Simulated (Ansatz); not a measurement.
## Zr3C2: from a trial structure to a relaxed crystal

The calculation used DFT PBE, scalar-relativistic, plane waves, PAW (Ansatz 0.2.0). Cutoff 420 eV, Γ-centred k mesh, Gaussian smearing, no spin polarisation in the final step.

Zr3C2 was placed on the anti-tetradymite structure type (R-3m, No. 166), with C in place of Bi, Zr in place of Te, at a guessed volume.

```
CELL_PARAMETERS angstrom
1.59193 0.91910 7.37941
-1.59193 0.91910 7.37941
0.00000 -1.83821 7.37941
ATOMIC_POSITIONS crystal
Zr 0.00000 0.00000 0.00000
Zr 0.20950 0.20950 0.20950
Zr 0.79050 0.79050 0.79050
C 0.40000 0.40000 0.40000
C 0.60000 0.60000 0.60000
```

Cell and atoms relax at zero pressure; the relaxation can't lower the symmetry of the start. After a coarse first stage the cell is made exact in the group found at 0.06 Å.

Energies over the elements count from the elements' standard structures at the same level, with no empirical corrections.

Which crystal results?

It keeps R-3m (No. 166). The result has the tetradymite structure. Conventional cell: a = 3.340 Å, c = 24.365 Å. Around Zr on Wyckoff site a (1 atom of the primitive cell) lie 6 C at 2.39 Å; Zr on Wyckoff site c (2 atoms of the primitive cell) is coordinated by 3 C at 2.26 Å; C is coordinated by 6 Zr at 2.26–2.39 Å.

```xyz
5
Lattice="1.6702 0.9643 8.1216 -1.6702 0.9643 8.1216 0.0000 -1.9286 8.1216" Properties=species:S:1:pos:R:3 pbc="T T T"
Zr    0.0000    0.0000    0.0000
Zr    0.0000    0.0000    5.5252
Zr    0.0000    0.0000   18.8397
C     0.0000    0.0000    9.5339
C     0.0000    0.0000   14.8310
```

What are its volume, energy, density and gap?

The volume per atom is 15.70 Å³, the density is 6.30 g/cm³ and the energy over the elements is -0.74 eV/atom. The gap on the 12×12×12 mesh is 0 eV (a metal).

The final run used a 12×12×12 mesh on its 5-atom cell and 0.10 eV smearing. For metals, differences of a few meV/atom aren't resolved. A structure relaxed within its symmetry needn't be a true minimum. The steps took of the order of 80 core-seconds in all.

Cost: 3 runs of about 1.4 core-minutes in all, on Intel Xeon 6975P-C (Granite Rapids) (shared hosts).